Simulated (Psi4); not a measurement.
# [BPH5]− (SMILES [BH3-]P): a chain of runs, part 2 of 2

Psi4 1.11. The steps go on from the part before.

### Step 4. The excited states at TD-B3LYP/def2-SVP (density fitting, save jk yes) (run 3)

Contents of calc.dat:

```
memory 1600 mb

molecule molecule1 {
  -1 1
  B     -0.97746651    -0.99490301    -0.71068442
  P      1.32509108     0.57397785     1.88948802
  H     -3.06267346    -1.23181986     0.34039637
  H     -0.07706492    -3.11357323    -1.16831184
  H     -1.15573004     0.28611020    -2.66112745
  H      0.45435252     3.15954082     1.90980824
  H      3.49278836     1.24484008     0.37462309
  units bohr
}

set basis def2-SVP
set save_jk true

from psi4.driver.procrouting.response.scf_response import tdscf_excitations
result, w = energy('b3lyp', return_wfn=True)
states = tdscf_excitations(w, states=4, tda=False)
```

Command:

```
$ psi4 -n 1 calc.dat calc.out
```

calc.out:

```text
Psi4 1.11 release

   => Loading Basis Set <=

    Name: DEF2-SVP
    Role: ORBITAL
    Keyword: BASIS

         ---------------------------------------------------------
                                   SCF
                              RKS Reference
                        1 Threads,   1525 MiB Core
         ---------------------------------------------------------

  ==> Geometry <==

    Molecular point group: c1
    Full point group: C1

    Geometry (in Bohr), charge = -1, multiplicity = 1:

       Center              X                  Y                   Z               Mass
    ------------   -----------------  -----------------  -----------------  -----------------
         B           -1.613990960103    -1.147445039759    -1.763089041517    11.009305360000
         P            0.688566629897     0.421435820241     0.837083398483    30.973761998420
         H           -3.699197910103    -1.384361889759    -0.712008251517     1.007825032230
         H           -0.713589370103    -3.266115259759    -2.220716461517     1.007825032230
         H           -1.792254490103     0.133568170241    -3.713532071517     1.007825032230
         H           -0.182171930103     3.006998790241     0.857403618483     1.007825032230
         H            2.856263909897     1.092298050241    -0.677781531517     1.007825032230

  Running in c1 symmetry.

  Rotational constants: A =      2.08940  B =      0.34683  C =      0.34404 [cm^-1]
  Rotational constants: A =  62638.72133  B =  10397.64055  C =  10313.93038 [MHz]
  Nuclear repulsion =   49.943635450621791

  Charge       = -1
  Multiplicity = 1
  Electrons    = 26
  Nalpha       = 13
  Nbeta        = 13

  ==> Algorithm <==

  SCF Algorithm Type is DF.
  DIIS enabled.
  MOM disabled.
  Fractional occupation disabled.
  Guess Type is SAD.
  Energy threshold   = 1.00e-06
  Density threshold  = 1.00e-06
  Integral threshold = 1.00e-12

  ==> Primary Basis <==

  Basis Set: DEF2-SVP
    Blend: DEF2-SVP
    Number of shells: 29
    Number of basis functions: 57
    Number of Cartesian functions: 59
    Spherical Harmonics?: true
    Max angular momentum: 2

  ==> DFT Potential <==

   => LibXC <=

    Version 7.1.2

   => Composite Functional: B3LYP <=

    B3LYP Hyb-GGA Exchange-Correlation Functional

    Deriv               =              1
    GGA                 =           TRUE
    Meta                =          FALSE

    Exchange Hybrid     =           TRUE
    MP2 Hybrid          =          FALSE

   => Exchange Functionals <=

    0.0800   Slater exchange
    0.7200         Becke 88

   => Exact (HF) Exchange <=

    0.2000               HF

   => Correlation Functionals <=

    0.1900   Vosko, Wilk & Nusair (VWN5_RPA)
    0.8100   Lee, Yang & Parr

   => LibXC Density Thresholds  <==

    XC_HYB_GGA_XC_B3LYP:  1.00E-15

   => Molecular Quadrature <=

    Radial Scheme          =       TREUTLER
    Pruning Scheme         =           NONE
    Nuclear Scheme         =       TREUTLER

    Blocking Scheme        =         OCTREE
    BS radius alpha        =              1
    Pruning alpha          =              1
    Radial Points          =             75
    Spherical Points       =            302
    Total Points           =         151913
    Total Blocks           =           1175
    Max Points             =            256
    Max Functions          =             57
    Weights Tolerance      =       1.00E-15

   => Loading Basis Set <=

    Name: (DEF2-SVP AUX)
    Role: JKFIT
    Keyword: DF_BASIS_SCF

  ==> Integral Setup <==

  DFHelper Memory: AOs need 0.008 GiB; user supplied 0.894 GiB.
  SCF_SUBTYPE=INCORE selected. In-core MEM_DF algorithm will be used.
  Using in-core AOs.

  ==> MemDFJK: Density-Fitted J/K Matrices <==

    J tasked:                   Yes
    K tasked:                   Yes
    wK tasked:                   No
    Memory [MiB]:               914
    Algorithm:                 Core
    Schwarz Cutoff:           1E-12
    Mask sparsity (%):       0.0616
    Fitting Condition:        1E-10

   => Auxiliary Basis Set <=

  Basis Set: (DEF2-SVP AUX)
    Blend: DEF2-UNIVERSAL-JKFIT
    Number of shells: 93
    Number of basis functions: 293
    Number of Cartesian functions: 344
    Spherical Harmonics?: true
    Max angular momentum: 4

  Cached 100.0% of DFT collocation blocks in 0.224 [GiB].

  Minimum eigenvalue in the overlap matrix is 4.0442097470E-03.
  Reciprocal condition number of the overlap matrix is 8.2962941374E-04.
    Using symmetric orthogonalization.

  ==> Pre-Iterations <==

  SCF Guess: Superposition of Atomic Densities via on-the-fly atomic UHF (no occupation information).

   -------------------------
    Irrep   Nso     Nmo
   -------------------------
     A         57      57
   -------------------------
    Total      57      57
   -------------------------

  ==> Iterations <==

                           Total Energy        Delta E     RMS |[F,P]|

   @DF-RKS iter SAD:  -368.53384455749767   -3.68534e+02   0.00000e+00
   @DF-RKS iter   1:  -368.87010669020515   -3.36262e-01   9.84878e-03 ADIIS/DIIS
   @DF-RKS iter   2:  -368.84876339040306    2.13433e-02   1.01371e-02 ADIIS/DIIS
   @DF-RKS iter   3:  -369.12472861060803   -2.75965e-01   6.58589e-04 ADIIS/DIIS
   @DF-RKS iter   4:  -369.12568706690104   -9.58456e-04   2.04128e-04 ADIIS/DIIS
   @DF-RKS iter   5:  -369.12579034853354   -1.03282e-04   4.03294e-05 DIIS
   @DF-RKS iter   6:  -369.12579392780225   -3.57927e-06   8.41836e-06 DIIS
   @DF-RKS iter   7:  -369.12579408395715   -1.56155e-07   1.93779e-06 DIIS
   @DF-RKS iter   8:  -369.12579409311337   -9.15622e-09   2.31063e-07 DIIS
  Energy and wave function converged.

  ==> Post-Iterations <==

   Electrons on quadrature grid:
      Ntotal   =   26.0000054124 ; deviation = 5.412e-06

    Orbital Energies [Eh]
    ---------------------

    Doubly Occupied:

       1A    -76.822605     2A     -6.491697     3A     -6.320021
       4A     -4.487352     5A     -4.485297     6A     -4.480767
       7A     -0.409935     8A     -0.256023     9A     -0.171254
      10A     -0.116835    11A     -0.081495    12A     -0.070664
      13A     -0.021526

    Virtual:

      14A      0.240087    15A      0.243070    16A      0.311002
      17A      0.337196    18A      0.343429    19A      0.378670
      20A      0.466269    21A      0.477868    22A      0.489383
      23A      0.551150    24A      0.552952    25A      0.589389
      26A      0.664004    27A      0.750916    28A      0.765321
      29A      0.790594    30A      0.839533    31A      0.870439
      32A      0.881116    33A      0.889290    34A      0.951298
      35A      0.980777    36A      1.152690    37A      1.154594
      38A      1.266247    39A      1.269733    40A      1.632437
      41A      1.635233    42A      1.680872    43A      1.697249
      44A      1.699717    45A      1.734017    46A      1.834438
      47A      1.880687    48A      1.946701    49A      1.989933
      50A      2.117620    51A      2.305384    52A      2.317463
      53A      2.335030    54A      2.362592    55A      2.640992
      56A      2.726577    57A      2.731391

    Final Occupation by Irrep:
              A
    DOCC [    13 ]
    NA   [    13 ]
    NB   [    13 ]

  @DF-RKS Final Energy:  -369.12579409311337

   => Energetics <=

    Nuclear Repulsion Energy =             49.9436354506217910
    One-Electron Energy =                -612.8153491212718791
    Two-Electron Energy =                 217.4235604441555836
    DFT Exchange-Correlation Energy =     -23.6776408666187841
    Empirical Dispersion Energy =           0.0000000000000000
    VV10 Nonlocal Energy =                  0.0000000000000000
    Total Energy =                       -369.1257940931133703

Computation Completed

Properties will be evaluated at   0.000000,   0.000000,   0.000000 [a0]

Properties computed using the SCF density matrix

 Multipole Moments:

 ------------------------------------------------------------------------------------
     Multipole            Electronic (a.u.)      Nuclear  (a.u.)        Total (a.u.)
 ------------------------------------------------------------------------------------

 L = 1.  Multiply by 2.5417464519 to convert [e a0] to [Debye]
 Dipole X            :          2.1261495           -1.2724051            0.8537443
 Dipole Y            :          0.5020234            0.1667000            0.6687234
 Dipole Z            :          3.5813586           -2.7258289            0.8555296
 Magnitude           :                                                    1.3813042

 ------------------------------------------------------------------------------------

	total time  =          3 seconds =       0.05 minutes

******************************************************************************************
**********                               WARNING                                **********
**********       The names of excited state variables changed between 1.5       **********
**********     and 1.6. For a quick solution, remove the symmetry specifier     **********
**********   from the variable name. For full details, see 'Notes on Psivars'   **********
**********                        in the documentation.                         **********
******************************************************************************************

         ---------------------------------------------------------
                         TDSCF excitation energies
         ---------------------------------------------------------

  ==> Options <==

     Residual threshold  : 1.0000e-04
     Initial guess       : denominators
     Reference           : RHF
     Solver type         : RPA (Hamiltonian)

  ==> Requested Excitations <==

      4 singlet states with A symmetry

  ==> Seeking the lowest 4 singlet states with A symmetry

                        Generalized Hamiltonian Solver

  ==> Options <==

    Max number of iterations        = 60
    Eigenvector tolerance           = 1.0000e-04
    Max number of expansion vectors = 800

  => Iterations <=
                              Max[D[value]]     Max[|R|]   # vectors
  HamiltonianSolver iter   1:   2.79290e-01  1.02798e-01     16
  HamiltonianSolver iter   2:   3.19217e-03  2.90805e-02     24
  HamiltonianSolver iter   3:   1.72380e-04  8.94913e-03     32
  HamiltonianSolver iter   4:   1.33084e-05  2.93183e-03     40
  HamiltonianSolver iter   5:   8.47977e-07  9.55063e-04     48
  HamiltonianSolver iter   6:   6.76501e-08  2.70039e-04     56
  HamiltonianSolver iter   7:   6.60684e-09  6.82879e-05     62      Converged

******************************************************************************************
**********                               WARNING                                **********
**********  Length-gauge rotatory strengths are **NOT** gauge-origin invariant  **********
******************************************************************************************

                                    Excitation Energy         Total Energy        Oscillator Strength             Rotatory Strength
     #   Sym: GS->ES (Trans)        au              eV              au          au (length)    au (velocity)    au (length)    au (velocity)
    ---- -------------------- --------------- --------------- --------------- --------------- --------------- --------------- ---------------
     1        A->A (1 A)       0.21985         5.98247        -368.90594       0.0176          0.0169         -0.0000         -0.0000
     2        A->A (1 A)       0.22646         6.16240        -368.89933       0.0138          0.0155         -0.0000         -0.0000
     3        A->A (1 A)       0.27606         7.51199        -368.84973       0.0311          0.0378          0.0000          0.0000
     4        A->A (1 A)       0.27741         7.54869        -368.84838       0.0176          0.0268         -0.0000         -0.0000

Contributing excitations and de-excitations
Only contributions with abs(coeff) > 1.00e-01 will be printed:

Excited State    1 (1 A):   0.21985 au   207.25 nm f = 0.0176
  Sums of squares: Xssq =  1.002076e+00; Yssq =  2.075986e-03; Xssq - Yssq =  1.000000e+00
     12a  ->  14a    -0.153413 ( 2.354%)
     13a  ->  14a    -0.984206 (96.866%)

Excited State    2 (1 A):   0.22646 au   201.19 nm f = 0.0138
  Sums of squares: Xssq =  1.001633e+00; Yssq =  1.633021e-03; Xssq - Yssq =  1.000000e+00
     13a  ->  15a    -0.996371 (99.276%)

Excited State    3 (1 A):   0.27606 au   165.05 nm f = 0.0311
  Sums of squares: Xssq =  1.001488e+00; Yssq =  1.487504e-03; Xssq - Yssq =  1.000000e+00
     10a  ->  14a    -0.106637 ( 1.137%)
     11a  ->  15a    -0.136127 ( 1.853%)
     12a  ->  14a    -0.964938 (93.111%)
     13a  ->  14a     0.137385 ( 1.887%)

Excited State    4 (1 A):   0.27741 au   164.25 nm f = 0.0176
  Sums of squares: Xssq =  1.000445e+00; Yssq =  4.451916e-04; Xssq - Yssq =  1.000000e+00
     11a  ->  14a     0.341029 (11.630%)
     12a  ->  15a     0.935008 (87.424%)

******************************************************************************************
**********                               WARNING                                **********
**********       The names of excited state variables changed between 1.5       **********
**********     and 1.6. For a quick solution, remove the symmetry specifier     **********
**********   from the variable name. For full details, see 'Notes on Psivars'   **********
**********                        in the documentation.                         **********
******************************************************************************************

    Psi4 run time: 0:00:11.67
```

It took 13 s on 1 thread of Intel Xeon Platinum 8488C (Sapphire Rapids), shared host; peak memory 0.45 GiB.

The roots found:

| excited state | energy (eV) | strength | label |
| --- | --- | --- | --- |
| 1 | 5.982 | 0.0176 | A 1 |
| 2 | 6.162 | 0.0138 | A 1 |
| 3 | 7.512 | 0.0311 | A 1 |
| 4 | 7.549 | 0.0176 | A 1 |

### Step 5. Outcome

The summary covers parts 1 to 2.

| quantity | value |
| --- | --- |
| run 1, B3LYP-D4/def2-SVP: total energy at the end | -369.13345 Eh |
| run 1, B3LYP-D4/def2-SVP: HOMO energy | -0.59 eV |
| run 1, B3LYP-D4/def2-SVP: LUMO energy | 6.53 eV |
| run 1, B3LYP-D4/def2-SVP: HOMO–LUMO gap (to an unbound level, set by the basis) | 7.12 eV |
| run 1, B3LYP-D4/def2-SVP: dispersion energy | -20.09 kJ/mol |
| run 2, B3LYP-D4/def2-SVP: lowest harmonic wavenumber | 226 cm⁻¹ |
| run 2, B3LYP-D4/def2-SVP: highest harmonic wavenumber | 2330 cm⁻¹ |
| run 2, B3LYP-D4/def2-SVP: zero-point energy | 116.7 kJ/mol |
| run 2, B3LYP-D4/def2-SVP: ideal-gas entropy at 600 K (symmetry number 1 as used) | 76.6 cal/(mol K) |
| run 3, TD-B3LYP/def2-SVP: ground-state or mean-field energy | -369.12579 Eh |
| run 3, TD-B3LYP/def2-SVP: HOMO energy (B3LYP Kohn–Sham orbitals) | -0.59 eV |
| run 3, TD-B3LYP/def2-SVP: LUMO energy (B3LYP Kohn–Sham orbitals) | 6.53 eV |
| run 3, TD-B3LYP/def2-SVP: HOMO–LUMO gap (to an unbound level, set by the basis) | 7.12 eV |
| run 3, TD-B3LYP/def2-SVP: lowest excitation energy | 5.98 eV |

**Reading.** The optimisation (run 1, B3LYP-D4/def2-SVP) took 5 steps and changed the energy by -0.116 eV. All 15 modes (run 2, B3LYP-D4/def2-SVP) are real, so the shape is a minimum at this level. The brightest of the 4 transitions from the ground state lies at 7.51 eV (165 nm, f = 0.031); the lowest, at 5.98 eV, has f = 0.018. For an anion, states without diffuse functions may be basis-held continuum. Roots above 0.6 eV lie over the negative of the HOMO energy, where those of Rydberg kind are poorly described; valence roots are less touched.
